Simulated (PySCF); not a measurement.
SMILES N at its PBE0/def2-SVP optimised geometry (Å):

```
4

N     -0.3757    -0.3163     0.0000
H      0.6441    -0.3163     0.0000
H     -0.6441    -0.6676    -0.9190
H     -0.6441     0.6676     0.0000
```

Computed with PBE0/def2-TZVP run with PySCF. Cells within 0.4 Å of a nucleus heavier than hydrogen are left out (blank, or x).

Map of the deformation density (molecule minus spherical neutral atoms) (e/bohr³) on the plane z = 0.0 Å:

```
|11111111111111111111111111111|
|11111111111111111111111111111|
|11111111111111111111111111111|
|11111111111111111111111111111|
|11111111111111111111111111111|
|11111111111111111111111111111|
|11111111111111111111111111111|
|11111111100000111111111111111|
|11111111000000011111111111111|
|11111110000000001111111111111|
|11111110000211101111111111111|
|11111110013952110011111111111|
|11111110125984111000111111111|
|11111110124773222100011111111|
|111111100124xx244200001111111|
|11111111011xxxx88710001111111|
|11111111112xxxx88610001111111|
|111111111136xx244200001111111|
|11111111112331111100011111111|
|11111111111211011000011111111|
|11111111111111000001111111111|
|11111111111111111111111111111|
|11111111111111111111111111111|
|11111111111111111111111111111|
|11111111111111111111111111111|
|11111111111111111111111111111|
|11111111111111111111111111111|
|11111111111111111111111111111|
|11111111111111111111111111111|
```
Scale: ten equal steps from -0.018 (start of '0') to 0.111 (end of '9'), in the order '0123456789'; x runs from -3.00 to 3.00, y from -3.00 (bottom) to 3.00 (top).
